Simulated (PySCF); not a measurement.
**Bonding in `C[C@@H]([S-])C#N`**

C3H4NS (charge -1).
Atom-mapped SMILES: `[CH3:1][C@@H:2]([S-:3])[C:4]#[N:5]` (hydrogens: H6, H7, H8 on C1; H9 on C2)

Geometry (PBE0-D3(BJ)/def2-SVP, Å), atoms numbered from 1 in this order:
```
atom  x, y, z in Å
C1    -1.0998   -0.6102   -0.2704
C2     0.1666    0.2484   -0.3363
S3     0.3488    1.3299    1.1154
C4     1.3458   -0.6090   -0.4874
N5     2.2802   -1.2903   -0.6135
H6    -1.9605    0.0682   -0.1741
H7    -1.0672   -1.2284    0.6397
H8    -1.2367   -1.2624   -1.1557
H9     0.1207    0.8451   -1.2714
```

Bond orders from the PBE0/pcSseg-1 density (PySCF). Isolated species at its PBE0-D3(BJ)/def2-SVP geometry, gas phase. The pcSseg-1 basis has no diffuse functions, a weakness for an anion.

Question: Where do the orders between heavy atoms depart from those drawn in the SMILES?

Answer: The largest departure is 0.108, at C2–S3 (drawn single, 1.108).

Question: Set the Mayer orders of the bonds beside their lengths.

Answer: 
| bond | drawn as | length (Å) | Mayer order |
| --- | --- | --- | --- |
| C1–C2 | single | 1.531 | 0.970 |
| C2–S3 | single | 1.819 | 1.108 |
| C2–C4 | single | 1.466 | 0.943 |
| C4–N5 | triple | 1.163 | 3.054 |
| C1–H6 | single | 1.100 | 0.968 |
| C1–H7 | single | 1.101 | 0.966 |
| C1–H8 | single | 1.108 | 0.949 |
| C2–H9 | single | 1.110 | 0.917 |

Bonds between the same two heavy elements. C–C: lowest C2–C4 (0.943, 1.466 Å), highest C1–C2 (0.970, 1.531 Å); in 1 of the 1 pairs the longer bond (by over 0.003 Å) has the higher order (by 0.02 or more).

Question: Sum the orders of all bonds at each heavy atom with more than one neighbour and set the sums beside the valence in the SMILES.

Answer: C1 3.853 (drawn 4), C2 3.938 (drawn 4), C4 3.997 (drawn 4). Orders between atoms that aren't bonded are not in these sums.

Mayer orders depend on the basis set.
